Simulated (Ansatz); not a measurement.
# CH2N2 (SMILES N=C=N) at wB97M-V/def2-TZVP

What is the vertical singlet–triplet gap of CH2N2 at wB97M-V/def2-TZVP? 

Program for the calculation: Ansatz 0.2.0.

50 further runs of the same task are left out: 50 set aside as unsound or not needed.

## 1. The structure to begin with

CH2N2 has 5 atoms, charge 0, and is taken as a singlet. SMILES: `N=C=N`. The coordinates come from a PBE0-D4/def2-TZVP relaxation.

Bond lengths: N1–C2 1.217 Å, C2–N3 1.217 Å, N1–H4 1.010 Å, N3–H5 1.010 Å. Angles: N1–C2–N3 171.2°, C2–N1–H4 119.5°, C2–N3–H5 119.5°.

## 2. The energy at wB97M-V/def2-TZVP

File run.yaml:

```yaml
crystal:
  periodic: [false, false, false]
  atoms:
    - {symbol: N, position_ang: [-1.223010, -0.197100, -0.034990]}
    - {symbol: C, position_ang: [-0.008090, -0.139620, -0.075660]}
    - {symbol: N, position_ang: [1.197320, -0.245880, -0.204970]}
    - {symbol: H, position_ang: [-1.767940, 0.622550, -0.262140]}
    - {symbol: H, position_ang: [1.801730, -0.039940, 0.577760]}
basis:
  gaussian:
    orbitals: def2-TZVP
hamiltonian:
  xc: {name: wB97M-V}
accuracy: high
output: {orbitals: {seedname: orbitals}}
```

Launch:

```sh
$ ansatz run run.yaml --threads 1 --pin off --max-ram 3480MiB --events-out events.jsonl --progress --plain --runs-dir runs
```

The log of the run:

```text
Warning: RAYON_NUM_THREADS=1 ignored (pool sized by the plan → 1); use --threads N
Functional definition: wB97M-V
  name "wB97M-V"
  parameter omega = 0.3/bohr
  parameter cx = 0.15
  parameter cx01 = 1.007
  parameter cx10 = 0.259
  parameter css00 = 0.443
  parameter css04 = -1.437
  parameter css10 = -4.535
  parameter css20 = -3.390
  parameter css43 = 4.278
  parameter cos00 = 1.000
  parameter cos10 = 1.358
  parameter cos20 = 2.924
  parameter cos21 = -8.812
  parameter cos60 = -1.390
  parameter cos61 = 9.142
  parameter b = 6.0
  parameter c = 0.01
  gx(w, u) = 1 - cx + cx01*u + cx10*w
  gss(w, u) = css00 + css04*u^4 + css10*w + css20*w^2 + css43*w^4*u^3
  gos(w, u) = cos00 + cos10*w + (cos20 + cos21*u)*w^2 + (cos60 + cos61*u)*w^6
  exchange = spin_sum(e_x_unif_sr(omega)*gx(b97_w, b97_u_x)) + cx*exact_x_sr(omega) + exact_x_lr(omega)
  correlation = spin_sum(e_c_pw_mod_same_spin*gss(b97_w, b97_u_same))
      + integral(e_c_pw_mod_opposite_spin*gos(b97_w_opposite, b97_u_opposite)) + vv10(b, c)
1744 factors; integrals over basis functions are off by at most 3.7e-9 eV
254 factors; integrals over basis functions are off by at most 1.4e-9 eV
mean field evaluation 1: about -4044.7508 eV, gradient 4.8e1 eV
mean field evaluation 2: about -4045.6332 eV, gradient 4.4e1 eV
mean field evaluation 4: about -4048.8995 eV, gradient 1.3e0 eV
mean field evaluation 8: about -4048.9048 eV, gradient 1.8e-2 eV
mean field evaluation 16: about -4048.9048 eV, gradient 2.7e-5 eV
mean field -4048.90476499 eV, -148.7945056671 hartree, gradient 3.1e-8 eV, S^2 0.000000; 0 other end points of the search recorded, 0 dependent functions left out
reference -4048.90476847 eV, -148.7945057950 hartree; 11, 11 occupied and 94, 94 virtual orbitals, 1744 factors
Total energy: -4048.90476847 eV, -148.7945057950 hartree
```

It took 22 s on 1 thread of Arm Neoverse V2, shared host; peak memory 0.39 GiB.

## 3. The triplet

File run.yaml:

```yaml
basis:
  gaussian: {orbitals: def2-TZVP}
crystal:
  periodic: [false, false, false]
  atoms:
    - {symbol: N, position_ang: [-1.223010, -0.197100, -0.034990]}
    - {symbol: C, position_ang: [-0.008090, -0.139620, -0.075660]}
    - {symbol: "N", position_ang: [1.197320, -0.245880, -0.204970]}
    - {symbol: H, position_ang: [-1.767940, 0.622550, -0.262140]}
    - {symbol: H, position_ang: [1.801730, -0.039940, 0.577760]}
magnetization: {spin_polarized: true, initial_magnetization: 2}
hamiltonian: {xc: {name: wB97M-V}}
accuracy: high
output: {orbitals: {seedname: orbitals}}
```

Launch:

```sh
$ ansatz run run.yaml --threads 1 --pin off --max-ram 3480MiB --events-out events.jsonl --progress --plain --runs-dir runs
```

The log of the run, cut to the lines that bear on the results:

```text
Warning: RAYON_NUM_THREADS=1 ignored (pool sized by the plan → 1); use --threads N
[... 2 set-up lines as earlier in the session ...]
[...]
  gx(w, u) = 1 - cx + cx01*u + cx10*w
  gss(w, u) = css00 + css04*u^4 + css10*w + css20*w^2 + css43*w^4*u^3
  gos(w, u) = cos00 + cos10*w + (cos20 + cos21*u)*w^2 + (cos60 + cos61*u)*w^6
[...]
      + integral(e_c_pw_mod_opposite_spin*gos(b97_w_opposite, b97_u_opposite)) + vv10(b, c)
1744 factors; integrals over basis functions are off by at most 3.7e-9 eV
254 factors; integrals over basis functions are off by at most 1.4e-9 eV
[...]
mean field -4042.72989586 eV, -148.5675834122 hartree, gradient 3.8e-8 eV, S^2 2.004349; 6 other end points of the search recorded, 0 dependent functions left out
reference -4042.72989947 eV, -148.5675835449 hartree; 12, 10 occupied and 93, 95 virtual orbitals, 1744 factors
Total energy: -4042.72989947 eV, -148.5675835449 hartree
```

It took 2.2 min on 1 thread of Arm Neoverse V2, shared host; peak memory 0.68 GiB.

## 4. Results

At wB97M-V/def2-TZVP:

| quantity | value |
| --- | --- |
| singlet: total energy | -148.79451 Eh |
| singlet: HOMO energy | -10.53 eV |
| singlet: LUMO energy | 2.31 eV |
| singlet: HOMO–LUMO gap | 12.84 eV |
| triplet: total energy | -148.56758 Eh |
| triplet: HOMO energy (highest over α and β) | -4.32 eV |
| triplet: LUMO energy (lowest over α and β) | -3.04 eV |
| triplet: ⟨S²⟩ | 2.004 |
| vertical energy of the triplet above the singlet | 6.175 eV |

**Reading.** At this shape the triplet lies 6.17 eV (142 kcal/mol) above the singlet.
